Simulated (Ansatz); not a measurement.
## C3H5N: state-averaged CASSCF

Program: Ansatz, Gaussian basis, development build. State-averaged CASSCF with equal weights; occupations are averaged over the states; levels count from the state that is lowest in CASSCF. CASSCF levels without dynamic correlation can be off by over 1 eV. No symmetry is imposed, so a solution can break that of the shape. The lowest solution met needn't be the lowest there is, nor hold the orbitals that a chemist would pick.

Geometry:

| atom | x (Å) | y (Å) | z (Å) |
| --- | --- | --- | --- |
| C | 0.0000 | -1.7108 | -0.2573 |
| N | 0.0000 | -0.6204 | 0.4200 |
| C | 0.0000 | 0.5775 | -0.3194 |
| C | 0.0000 | 1.7578 | 0.3104 |
| H | 0.0000 | -2.6601 | 0.2733 |
| H | 0.0000 | -1.7474 | -1.3542 |
| H | 0.0000 | 0.5134 | -1.4125 |
| H | 0.0000 | 1.7999 | 1.3934 |
| H | 0.0000 | 2.6897 | -0.2424 |

Basis cc-pVTZ, nonrelativistic, 4 orbitals frozen in the corrections; active space CAS(4,4). Averaged: 1 singlet, 1 triplet.

Question: Give the levels in order, with their spins.

Answer: 

| state | CASSCF (eV) |
| --- | --- |
| singlet | 0.000 |
| triplet | 3.498 |

Occupations: 1.89, 1.47, 0.53, 0.11.
